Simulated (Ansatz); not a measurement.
Compare A (`CC=C=CN`) with its isomer B (`CC1CC1=N`).

Computed with Ansatz on PBE0-D4/def2-TZVP structures; ΔE is electronic, products minus reactants. CBS: MP2 limit from def2 TZ/QZ plus the TZ coupled-cluster correction, frozen cores. DFT in def2-TZVPP. B3LYP here is the variant with VWN-RPA as its local correlation; programs differ in this. One conformer a species, not always the lowest.

**Question.** Which is lower in electronic energy at CCSD(T)/CBS, and by how much? (Best estimate.)

**Answer.** Computed: A, by 2.9 kcal/mol.

**Question.** Give E(B) − E(A) in kcal/mol with r2SCAN-D4, B3LYP, CCSD(T)/def2-TZVPP, B3LYP-D4, CCSD/def2-TZVPP, B2PLYP, PBE0-D4. (Estimate.)

**Answer.** Computed: r2SCAN-D4 2.5, B3LYP 6.1, CCSD(T)/def2-TZVPP 1.8, B3LYP-D4 5.4, CCSD/def2-TZVPP 1.6, B2PLYP 4.1, PBE0-D4 0.9. None reverses the order clearly.

Largest T1 diagnostic: 0.012.

In def2-TZVPP, CCSD(T) changes the Hartree–Fock value by −2.1 kcal/mol (the triples alone add +0.2 kcal/mol) and MP2 by −3.6 kcal/mol. The D4 term adds −0.7 kcal/mol with B3LYP and −0.4 kcal/mol with PBE0; it sums over pairs of atoms, weighted by their polarisabilities, and B3LYP, whose exchange is more repulsive, gets the larger term.
